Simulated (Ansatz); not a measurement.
Basis-set extrapolation for `OC(O)(Cl)Cl` (PBE0-D4/def2-TZVP geometry, frozen core, Ansatz). Multiplicity 1, RHF reference.

|  | def2-TZVPP | def2-QZVPP |
| --- | --- | --- |
| HF | -1107.852086 | -1107.886064 |
| MP2 correlation | -1.023816 | -1.113958 |
| CCSD(T) correlation | -1.100562 | not run |

Energies in hartree. Use E(X) = E(∞) + A·exp(−7.88·√X) for Hartree–Fock and E(X) = E(∞) + B·X^(−2.97) for correlation, with X = 3 and 4, and add CCSD(T) minus MP2 of the smaller set to the MP2 limit.

Q: What is the CCSD(T) energy at the basis-set limit?

A: HF limit: -1107.886064 + (-0.033978) × 0.13774 = -1107.89074. MP2 limit: -1.113958 + (-0.090142) × 0.74074 = -1.18073. Higher-order term: -1.100562 − (-1.023816) = -0.07675. Total: -1109.14822 hartree, 122.7 kcal/mol below CCSD(T)/def2-TZVPP.
